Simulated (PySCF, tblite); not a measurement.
# CH₈N₂, a complex of two parts: NMR shifts, interaction energy, spin-spin couplings and core binding energies

One table from this session's results is given with a row withheld; the runs are named, their logs left out.

Computed with tblite 0.8.0 and PySCF 2.14.0; each step states its level. No surroundings beyond the atoms listed, unless a continuum is named. Atoms count from 0, parts from 1.

## The system as given

11 atoms, charge 0, multiplicity 1; geometry: rigid parts in contact. Parts: 1 = atoms 0–3, `N`, charge 0; 2 = atoms 4–10, `CN`, charge 0.

The first run:

What the job is given:

```
{"job": {"kind": "dock", "xc": "GFN2-xTB", "basis": "xTB"}, "charge": 0, "multiplicity": 1, "parts": [{"atoms": "0-3", "charge": 0, "multiplicity": 1}, {"atoms": "4-10", "charge": 0, "multiplicity": 1}]}
N     -0.000539     0.002230     0.275133
H     -0.506620    -0.797055    -0.086516
H     -0.436020     0.836261    -0.099227
H      0.943178    -0.041436    -0.089390
C     -0.434780     0.882361     3.883387
N      0.788782     0.691926     3.124360
H     -1.217495     1.214040     3.202010
H     -0.266980     1.665961     4.621294
H     -0.789551    -0.016804     4.407727
H      0.657876    -0.032563     2.425999
H      1.539483     0.393847     3.738654
```

Method: GFN2-xTB search for minima from random contacts, gas phase.

Run with:

```bash
OMP_NUM_THREADS=1 python cluster_run.py task.json out
```

The driver reads the jobs from task.json and runs them one after another.

Steps of the session up to this table: Search for minima with GFN2-xTB; Relaxing the molecule at PBE0-D3(BJ)/def2-TZVPD; Nuclear shieldings: PBE0/pcSseg-2; Coupled-cluster interaction energy: CCSD(T) and MP2.

One of the session's tables, all rows but one given; the rest of the session is left out.

It belongs to the step «Coupled-cluster interaction energy: CCSD(T) and MP2». 

| method | interaction energy (kcal/mol) |
| --- | --- |
| HF/aug-cc-pVDZ | -1.26 |
| MP2/aug-cc-pVDZ | -2.70 |
| CCSD/aug-cc-pVDZ | -2.40 |
| CCSD(T)/aug-cc-pVDZ | -2.66 |
| HF/aug-cc-pVQZ | -1.28 |
| MP2/aug-cc-pVQZ | ? |
| SCS-MP2/aug-cc-pVQZ | -2.62 |
| MP2, extrapolated | -3.19 |
| CCSD(T), limit estimate | -3.14 |

Estimate the missing values for MP2/aug-cc-pVQZ.

As computed: interaction energy (kcal/mol): -3.12. In the column «interaction energy (kcal/mol)» it lies between CCSD(T), limit estimate (-3.14) and MP2/aug-cc-pVDZ (-2.70).
